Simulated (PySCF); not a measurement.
# Spin–spin coupling constants

Geometry:
```tsv
atom	x (Å)	y (Å)	z (Å)
C1	-1.494	-0.174	1.030
C2	-0.382	0.391	0.184
C3	1.034	0.004	0.587
O4	1.744	0.117	-0.619
C5	0.835	-0.088	-1.669
O6	-0.448	-0.148	-1.122
H7	-1.417	-1.270	1.081
H8	-2.472	0.084	0.602
H9	-1.449	0.233	2.052
H10	-0.459	1.498	0.141
H11	1.482	0.676	1.334
H12	1.055	-1.033	0.980
H13	1.031	-1.042	-2.196
H14	0.939	0.751	-2.386
```

Couplings: B3LYP/pcJ-1 (without the spin–dipole term) in PySCF, geometry PBE0-D3(BJ)/def2-SVP; gas phase, one conformer, non-relativistic. Couplings are averaged over pairs made equivalent by symmetry, fast rotation or ring inversion, so a value needn't be that of the named pair in this geometry, while other rotamers aren't included; one pair stands for each set, and the list holds a selection of those of at least 0.8 Hz over up to four bonds, among pairs with at least one C or H atom (others weren't computed).

Isotopes: $^{13}$C, $^{1}$H, $^{17}$O. Couplings to quadrupolar nuclei such as 17O and 33S are rarely resolved in practice.

| pair | bonds | J (Hz) |
| --- | --- | --- |
| C1, C2 | 1 | ? |
| C1, H7 | 1 | 133.6 |
| C2, C3 | 1 | ? |
| C2, O6 | 1 | 21.2 |
| C2, H10 | 1 | 147.5 |
| C3, O4 | 1 | ? |
| C3, H11 | 1 | 154.0 |
| C3, H12 | 1 | 149.3 |
| O4, C5 | 1 | 27.6 |
| C5, O6 | 1 | 27.6 |
| C5, H13 | 1 | 170.1 |
| C5, H14 | 1 | 169.6 |
| C1, C3 | 2 | 2.3 |
| C2, H11 | 2 | 1.4 |
| C2, H12 | 2 | -2.1 |
| O4, H11 | 2 | -14.1 |
| O4, H13 | 2 | ? |
| O4, H14 | 2 | -13.3 |
| O6, H10 | 2 | -5.0 |
| H7, H8 | 2 | -14.0 |
| C1, C5 | 3 | 4.4 |
| C2, H13 | 3 | ? |
| C3, H14 | 3 | ? |
| O6, H11 | 3 | ? |
| H7, H10 | 3 | ? |
| H10, H12 | 3 | 9.9 |

**Question.** Estimate the withheld couplings, with signs.

**Answer.** 
- $^{1}J$(C1,C2) = 43.6 Hz (bond length 1.507 Å)
- $^{1}J$(C2,C3) = 34.9 Hz (bond length 1.522 Å)
- $^{1}J$(C3,O4) = 21.5 Hz (bond length 1.404 Å)
- $^{2}J$(O4,H13) = -7.1 Hz (angle at C5 112°)
- $^{3}J$(C2,H13) = 3.2 Hz (dihedral angle 137°)
- $^{3}J$(C3,H14) = 1.5 Hz (dihedral angle 129°)
- $^{3}J$(O6,H11) = -3.1 Hz (dihedral angle 153°)
- $^{3}J$(H7,H10) = 6.6 Hz (mean over equivalent pairs that range from 2.0 to 13.6 Hz in this conformer)
